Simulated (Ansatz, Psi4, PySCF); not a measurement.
Reaction (SMILES): [NH+]#[C-] (CHN) [methanidylidyneazanium] -> [C-]#[NH+] (CHN) as triplet, charge 0 (to the triplet)

Quantity: adiabatic triplet-singlet gap, E(triplet) - E(singlet) (0 K, with zero-point energies), in eV. Set-up: no dispersion term unless named; valence correlation only; 6-311+G** with 5d; UHF or UKS for open shells; non-relativistic; spin-orbit terms left out; six Cartesian d functions in 6-31G* and its kin unless marked 5d. Ab initio and DFT rows: single points at B3LYP-D3(BJ) geometries (Ansatz, a first-principles code), with unscaled harmonic terms from B3LYP/6-31G* (Ansatz) at its own minima. A UHF reference is markedly spin-contaminated in at least one set, which strains HF and MP2. Levels can end on unlike triplets.

```
level                        program  adiabatic triplet-singlet gap, E(triplet) - E(singlet) (0 K, with zero-point energies) (eV)
--------------------  --------------  -------------------------------------------------------------------------------------------
HF/STO-3G                     Ansatz                                                                                         3.08
HF/3-21G                      Ansatz                                                                                         3.75
SVWN5/6-31G*                  Ansatz                                                                                         4.41
PBE/def2-SVP                  Ansatz                                                                                         4.26
BP86/6-31G* (5d)               PySCF                                                                                         4.23
B3LYP/3-21G                   Ansatz                                                                                         4.59
B3LYP/6-31G*                  Ansatz                                                                                         4.38
B3LYP/6-31G**                 Ansatz                                                                                         4.39
PBE0/6-31G*                   Ansatz                                                                                         4.26
PBE0/6-311+G**                Ansatz                                                                                         4.34
wB97X-D/6-311+G**               Psi4                                                                                         4.53
MP2/STO-3G                    Ansatz                                                                                         4.81
MP2/3-21G                     Ansatz                                                                                         5.13
MP2/6-31G*                    Ansatz                                                                                         5.05
r2SCAN-D4/def2-TZVPD  Ansatz + dftd4                                                                                         4.16
```

No value to compare with is used here. The 14 habitual levels span 3.08 (HF/STO-3G) to 5.13 eV (MP2/3-21G); r2SCAN-D4/def2-TZVPD gives 4.16.

The levels are drawn from those run, B3LYP/6-31G* more often than the rest, none by its result; left out are runs that failed, that the program found above a lower state of the same kind, or whose <S^2> lies over 0.5 above the pure value.
